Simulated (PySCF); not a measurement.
## MgSi and its ions

r²SCAN; basis Mg aug-pcseg-1, Si aug-pcseg-1; no relativity; PySCF 2.14. Neutral (UKS): triplet (π ↑↑), Re = 2.574 Å, ωe = 309 cm⁻¹, De = 1.24 eV, HOMO -4.58 eV, LUMO -3.13 eV.

MgSi⁻ (UKS): quartet (σ ↑, π ↑↑), Re = 2.704 Å, ωe = 250 cm⁻¹, De = 1.07 eV to Mg + Si⁻. The energies at the minima are -489.39054 hartree for MgSi and -489.44227 for MgSi⁻.

(1) Work out the adiabatic electron affinity, without and with harmonic zero-point energies (1 hartree = 27.2114 eV, 1 eV = 8065.5 cm⁻¹), and the change of the bond length.

For an ion De counts to the pair picked by the measured ionisation energies or electron affinities, which need not be the lowest pair at this level. The highest Kohn–Sham level is positive in this anion. Much of that is self-interaction error, but it also means that the finite basis helps to hold the extra electron. States were picked by a PBE0 search and need not be the measured ground states.

## Answers

(1) At r²SCAN: 0.05173 hartree = 1.408 eV between the minima; the zero-point term (309.0 − 250.0)/2 cm⁻¹ = +0.004 eV makes it 1.411 eV. Re changes by +13.0 pm against the neutral. The electron enters a σ orbital; in so polar a molecule the change of length follows mostly from the change of the ionic charges.
